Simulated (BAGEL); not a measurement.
# triplet C3HClF+ at 4 levels

We compute a comparison of 4 runs (UHF/3-21G, ROHF/6-31G*, ROHF/def2-SVP, UHF/def2-SVP) of triplet C3HClF+. 

The results are computed with BAGEL 1.2.2.

## Step 1: The structure to begin with

C3HClF+ has 6 atoms, charge +1, and is taken as a triplet. As SMILES of the parent species, `Fc1c[c+]1Cl`. Geometry: relaxed at GFN2-xTB. That shape belongs to the parent species and isn't relaxed for this state.

Bond lengths: F1–C2 1.261 Å, C2–C3 1.368 Å, C2–C4 1.409 Å, C3–C4 1.413 Å, C4–Cl5 1.606 Å, C3–H6 1.076 Å. Angles: F1–C2–C3 149.6°, F1–C2–C4 149.3°, C3–C2–C4 61.1°, C2–C3–C4 60.8°, C2–C4–C3 58.0°, C2–C4–Cl5 151.5°, C3–C4–Cl5 150.5°, C2–C3–H6 149.5°, C4–C3–H6 149.7°.

## Step 2: The energy at UHF/3-21G (density fitting with qzvpp-jkfit) (run 1)

Contents of input.json:

```json
{ "bagel" : [

{
  "title" : "molecule",
  "basis" : "3-21g",
  "df_basis" : "qzvpp-jkfit",
  "angstrom" : "true",
  "geometry" : [
    { "atom" : "F", "xyz" : [    0.071280,   -2.041020,   -0.358240 ] },
    { "atom" : "C", "xyz" : [    0.054580,   -0.807250,   -0.098410 ] },
    { "atom" : "C", "xyz" : [    0.411420,    0.232150,    0.717050 ] },
    { "atom" : "C", "xyz" : [   -0.349060,    0.497920,   -0.444220 ] },
    { "atom" : "Cl", "xyz" : [   -1.099560,    1.531580,   -1.417380 ] },
    { "atom" : "H", "xyz" : [    0.911330,    0.586630,    1.601200 ] }
  ]
},
{ "title" : "uhf", "charge" : 1, "nopen" : 2 },
{ "title" : "print", "file" : "orbitals.molden", "orbitals" : "true" }

]}
```

The run is started by

```bash
$ BAGEL_NUM_THREADS=1 BAGEL input.json > input.out
```

The program printed:

```text
* using 1 threads per process

  ===============================================================
  ===============================================================

  *** Geometry ***

  { "atom" : "F", "xyz" : [      0.134700,     -3.856969,     -0.676975 ] },
  { "atom" : "C", "xyz" : [      0.103141,     -1.525481,     -0.185968 ] },
  { "atom" : "C", "xyz" : [      0.777471,      0.438700,      1.355028 ] },
  { "atom" : "C", "xyz" : [     -0.659628,      0.940932,     -0.839454 ] },
  { "atom" : "Cl", "xyz" : [     -2.077867,      2.894267,     -2.678460 ] },
  { "atom" : "H", "xyz" : [      1.722164,      1.108570,      3.025829 ] },

  Number of auxiliary basis functions:      448

  Since a DF basis is specified, we compute 2- and 3-index integrals:
    o Being stored without compression. Storage requirement is 0.009 GB

  Number of basis functions:       51
  Number of electrons      :       45

    * METHOD: MOLECULE                             0.12

  *** Open-shell HF ***

  === Nuclear Repulsion ===
   186.6574547532

      * DIIS with orbital gradients will be used.

  === UHF iteration (3-21g) ===
      0       -668.93589648          0.04298592           0.06
      1       -669.03830074          0.02764174           0.06
      2       -669.06931295          0.01757000           0.06
      3       -669.08794152          0.00274320           0.06
      4       -669.09484806          0.00227681           0.06
      5       -669.09779510          0.00193850           0.06
      6       -669.10355162          0.00128937           0.06
      7       -669.10588023          0.00066030           0.06
      8       -669.10628338          0.00042836           0.06
      9       -669.10642669          0.00028434           0.06
     10       -669.10646279          0.00013290           0.06
     11       -669.10647312          0.00005899           0.06
     12       -669.10647596          0.00002395           0.06
     13       -669.10647640          0.00001241           0.06
     14       -669.10647657          0.00000602           0.05
     15       -669.10647666          0.00000264           0.05
     16       -669.10647668          0.00000166           0.06
     17       -669.10647670          0.00000115           0.06
     18       -669.10647670          0.00000072           0.05
     19       -669.10647670          0.00000051           0.06
     20       -669.10647670          0.00000047           0.05
     21       -669.10647670          0.00000044           0.06
     22       -669.10647670          0.00000043           0.06
     23       -669.10647670          0.00000043           0.06
     24       -669.10647670          0.00000043           0.06
     25       -669.10647670          0.00000042           0.06
     26       -669.10647671          0.00000042           0.05
     27       -669.10647671          0.00000040           0.05
     28       -669.10647672          0.00000033           0.06
     29       -669.10647673          0.00000024           0.06
     30       -669.10647674          0.00000016           0.06
     31       -669.10647674          0.00000008           0.06
     32       -669.10647674          0.00000004           0.06
     33       -669.10647674          0.00000002           0.06
     34       -669.10647674          0.00000002           0.06
     35       -669.10647674          0.00000001           0.06
     36       -669.10647674          0.00000001           0.06
    * SCF iteration converged.

    * S^2 (UHF) is 2.1489

    * Permanent dipole moment:
           (    0.250252,    -1.199237,     0.129830) a.u.

    * METHOD: UHF                                  2.17

    * METHOD: PRINT                                0.00

  ===============================================================
```

Wall time 2.4 s (1 thread of Arm Neoverse V2, shared host).

## Step 3: The energy at ROHF/6-31G(d) (density fitting with qzvpp-jkfit, spherical functions) (run 2)

Changes to input.json since step 2:

```diff
@@ -4,3 +4,3 @@
   "title" : "molecule",
-  "basis" : "3-21g",
+  "basis" : "6-31gs.json",
   "df_basis" : "qzvpp-jkfit",
@@ -16,3 +16,3 @@
 },
-{ "title" : "uhf", "charge" : 1, "nopen" : 2 },
+{ "title" : "rohf", "charge" : 1, "nopen" : 2 },
 { "title" : "print", "file" : "orbitals.molden", "orbitals" : "true" }
```

The basis set 6-31G* is read from a file made from the Basis Set Exchange's data (not shown).

The run is started by

```bash
$ BAGEL_NUM_THREADS=1 BAGEL input.json > input.out
```

The program printed:

```text
* using 1 threads per process

  ===============================================================
  ===============================================================

  *** Geometry ***

  { "atom" : "F", "xyz" : [      0.134700,     -3.856969,     -0.676975 ] },
  { "atom" : "C", "xyz" : [      0.103141,     -1.525481,     -0.185968 ] },
  { "atom" : "C", "xyz" : [      0.777471,      0.438700,      1.355028 ] },
  { "atom" : "C", "xyz" : [     -0.659628,      0.940932,     -0.839454 ] },
  { "atom" : "Cl", "xyz" : [     -2.077867,      2.894267,     -2.678460 ] },
  { "atom" : "H", "xyz" : [      1.722164,      1.108570,      3.025829 ] },

  Number of auxiliary basis functions:      448

  Since a DF basis is specified, we compute 2- and 3-index integrals:
    o Being stored without compression. Storage requirement is 0.021 GB

  Number of basis functions:       76
  Number of electrons      :       45

    * METHOD: MOLECULE                             0.16

  *** Open-shell HF ***

  === Nuclear Repulsion ===
   186.6574547532

      * DIIS with orbital gradients will be used.

  === ROHF iteration (6-31gs.json) ===
      0       -672.33863364          0.03433120           0.09
      1       -672.42737458          0.02175279           0.08
      2       -672.45161805          0.01517017           0.08
      3       -672.47270703          0.00183802           0.08
      4       -672.47534941          0.00124537           0.08
      5       -672.47701797          0.00122400           0.08
      6       -672.47844625          0.00121070           0.08
      7       -672.47966750          0.00120397           0.08
      8       -672.48467692          0.00099651           0.08
      9       -672.48761422          0.00068804           0.08
     10       -672.48889974          0.00042236           0.08
     11       -672.48943738          0.00056699           0.09
     12       -672.48936426          0.00027788           0.08
     13       -672.48958648          0.00013768           0.09
     14       -672.48973062          0.00009829           0.08
     15       -672.48971824          0.00006084           0.09
[... 48 lines of this table left out ...]
     64       -672.48978313          0.00000049           0.09
     65       -672.48978312          0.00000009           0.09
     66       -672.48978312          0.00000022           0.09
     67       -672.48978311          0.00000013           0.09
     68       -672.48978311          0.00000012           0.09
     69       -672.48978311          0.00000001           0.09
     70       -672.48978310          0.00000001           0.09
     71       -672.48978310          0.00000001           0.09
    * SCF iteration converged.

    * S^2 (ROHF) is 2.0000

    * Permanent dipole moment:
           (    0.228554,    -1.195661,     0.095546) a.u.

    * METHOD: ROHF                                 6.49

    * METHOD: PRINT                                0.01

  ===============================================================
```

Run time: 6.9 s. Hardware: 1 thread of Arm Neoverse V2, shared host; peak memory 0.1 GiB.

Run 3 isn't shown in full; the table further down has it.

## Step 4: A single-point energy at UHF/def2-SVP (density fitting with qzvpp-jkfit) (run 4)

Contents of calc.json:

```json
{ "bagel" : [

{
  "title" : "molecule",
  "basis" : "svp",
  "df_basis" : "qzvpp-jkfit",
  "angstrom" : "true",
  "geometry" : [
    { "atom" : "F", "xyz" : [    0.071280,   -2.041020,   -0.358240 ] },
    { "atom" : "C", "xyz" : [    0.054580,   -0.807250,   -0.098410 ] },
    { "atom" : "C", "xyz" : [    0.411420,    0.232150,    0.717050 ] },
    { "atom" : "C", "xyz" : [   -0.349060,    0.497920,   -0.444220 ] },
    { "atom" : "Cl", "xyz" : [   -1.099560,    1.531580,   -1.417380 ] },
    { "atom" : "H", "xyz" : [    0.911330,    0.586630,    1.601200 ] }
  ]
},
{
  "title" : "uhf",
  "charge" : 1,
  "nopen" : 2
},
{
  "title" : "print",
  "file" : "orbitals.molden",
  "orbitals" : "true"
}

]}
```

The run is started by

```bash
$ BAGEL_NUM_THREADS=1 BAGEL calc.json > calc.out
```

The program printed:

```text
* using 1 threads per process

  ===============================================================
  ===============================================================

  *** Geometry ***

  { "atom" : "F", "xyz" : [      0.134700,     -3.856969,     -0.676975 ] },
  { "atom" : "C", "xyz" : [      0.103141,     -1.525481,     -0.185968 ] },
  { "atom" : "C", "xyz" : [      0.777471,      0.438700,      1.355028 ] },
  { "atom" : "C", "xyz" : [     -0.659628,      0.940932,     -0.839454 ] },
  { "atom" : "Cl", "xyz" : [     -2.077867,      2.894267,     -2.678460 ] },
  { "atom" : "H", "xyz" : [      1.722164,      1.108570,      3.025829 ] },

  Number of auxiliary basis functions:      448

  Since a DF basis is specified, we compute 2- and 3-index integrals:
    o Being stored without compression. Storage requirement is 0.022 GB

  Number of basis functions:       79
  Number of electrons      :       45

    * METHOD: MOLECULE                             0.15

  *** Open-shell HF ***

  === Nuclear Repulsion ===
   186.6574547532

      * DIIS with orbital gradients will be used.

  === UHF iteration (svp) ===
      0       -672.03990193          0.03075708           0.10
      1       -672.14965094          0.01726137           0.09
      2       -672.17986421          0.01066636           0.10
      3       -672.19567788          0.00186125           0.09
      4       -672.20111182          0.00131975           0.09
      5       -672.20442144          0.00114724           0.09
      6       -672.20846313          0.00089664           0.09
      7       -672.21120825          0.00054937           0.09
      8       -672.21196175          0.00036647           0.10
      9       -672.21226145          0.00018520           0.10
     10       -672.21234550          0.00012023           0.09
     11       -672.21236998          0.00005465           0.09
     12       -672.21237503          0.00003003           0.09
     13       -672.21237620          0.00001308           0.10
     14       -672.21237653          0.00000671           0.09
     15       -672.21237663          0.00000381           0.09
     16       -672.21237667          0.00000266           0.09
     17       -672.21237669          0.00000150           0.09
     18       -672.21237670          0.00000092           0.09
     19       -672.21237671          0.00000045           0.09
     20       -672.21237671          0.00000028           0.09
     21       -672.21237671          0.00000016           0.09
     22       -672.21237671          0.00000012           0.09
     23       -672.21237671          0.00000009           0.09
     24       -672.21237671          0.00000006           0.09
     25       -672.21237671          0.00000005           0.09
     26       -672.21237671          0.00000005           0.09
     27       -672.21237671          0.00000004           0.09
     28       -672.21237671          0.00000004           0.09
     29       -672.21237671          0.00000004           0.09
     30       -672.21237671          0.00000004           0.10
     31       -672.21237671          0.00000004           0.09
     32       -672.21237671          0.00000004           0.09
     33       -672.21237671          0.00000003           0.09
     34       -672.21237671          0.00000002           0.09
     35       -672.21237671          0.00000002           0.09
     36       -672.21237671          0.00000001           0.09
     37       -672.21237671          0.00000001           0.09
    * SCF iteration converged.

    * S^2 (UHF) is 2.1363

    * Permanent dipole moment:
           (    0.251280,    -1.166181,     0.138632) a.u.

    * METHOD: UHF                                  3.66

    * METHOD: PRINT                                0.01

  ===============================================================
```

Run time: 4.2 s. Hardware: 1 thread of Arm Neoverse V2, shared host; peak memory 0.1 GiB.

## Step 5: The series

```
run                                                                level  energy (Eh)   ⟨S²⟩  wall time
  1                         UHF/3-21G (density fitting with qzvpp-jkfit)  -669.106477  2.149      2.4 s
  2  ROHF/6-31G* (density fitting with qzvpp-jkfit, spherical functions)  -672.489783  2.000      6.9 s
  3                     ROHF/def2-SVP (density fitting with qzvpp-jkfit)  -672.195929  2.000      6.3 s
  4                      UHF/def2-SVP (density fitting with qzvpp-jkfit)  -672.212377  2.136      4.2 s
```

## Step 6: Results

| quantity | value |
| --- | --- |
| run 4: total energy | -672.21238 Eh |
| run 4: ⟨S²⟩ | 2.136 |

In words: Spin contamination of the reference: run 1 ⟨S²⟩ = 2.15, run 4 ⟨S²⟩ = 2.14. All runs together took 20 s, the longest 6.9 s.
